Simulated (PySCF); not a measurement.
Structure problem from calculated spectra and properties.

Elements present: Al, C, Cl and H. Monoisotopic mass: 78.9901 u (electron mass counted); charge -1.

- NMR, other nuclei: isotropic shieldings of nuclei other than C and H, by class: 459 (1 Al), 966 (1 Cl) ppm [GIAO PBE0/pcSseg-1]
- 13C NMR: chemical shifts (computed TMS as zero) by class: 40.8 (1 C) ppm [GIAO PBE0/pcSseg-1]
- XPS: Cl2p3/2 201.2, C1s 286.4, Al1s 1560.1, Cl1s 2823.8 eV [ΔSCF SCAN, pcX-2 on the ionised atom, pcseg-1 elsewhere, spin-free X2C, 2p3/2 from a spin–orbit splitting computed afterwards within the 2p shell]
- 1H NMR: chemical shifts (computed TMS as zero) by class: 3.56 (3 H), 2.27 (2 H) ppm [GIAO PBE0/pcSseg-1]
- Rotational structure: rotational constants A, B, C: 20.799, 2.768, 2.575 GHz [PBE0-D3(BJ)/def2-SVP]

Electronic properties: PySCF, gas phase, density fitting. Levels stand in brackets. Isolated species at its PBE0-D3(BJ)/def2-SVP geometry, gas phase. The geometry's basis has no diffuse functions, a weakness for an anion. No diffuse functions stand in pcSseg-1, which bears on an anion's orbital energies. NMR values are class means; diastereotopic atoms form classes of their own.

Task: Which formula fits the mass and the elements?

Result: CH5AlCl (calculated 78.9901). No other formula that holds each of these elements comes within 0.0003 u with a fitting electron parity and a possible valence count.

Task: Propose a structure and show how it fits.

Result: Numbering: `[AlH3-:1][CH2:2][Cl:3]`. The one carbon: sp3 C–Cl carbon [C2] (40.8 ppm). Hydrogen classes from least to most shielded: 3 H on an aluminium bonded to C and 3 H, Al1 (3.56 ppm), 2 H on an sp3 C–Cl carbon, C2 (2.27 ppm). The other shieldings belong to: 459 ppm, aluminium bonded to C and 3 H [Al1]; 966 ppm, alkyl chlorine [Cl3]. The core levels belong to: Cl2p3/2 201.2 eV, alkyl chlorine [Cl3]; C1s 286.4 eV, sp3 C–Cl carbon [C2]; Al1s 1560.1 eV, aluminium bonded to C and 3 H [Al1]; Cl1s 2823.8 eV, alkyl chlorine [Cl3]. The optimised geometry has point group Cs and is an asymmetric top. Structure: `[AlH3-][CH2]Cl`. The assignments are read from this structure; whether some other isomer fits the data as well wasn't checked.
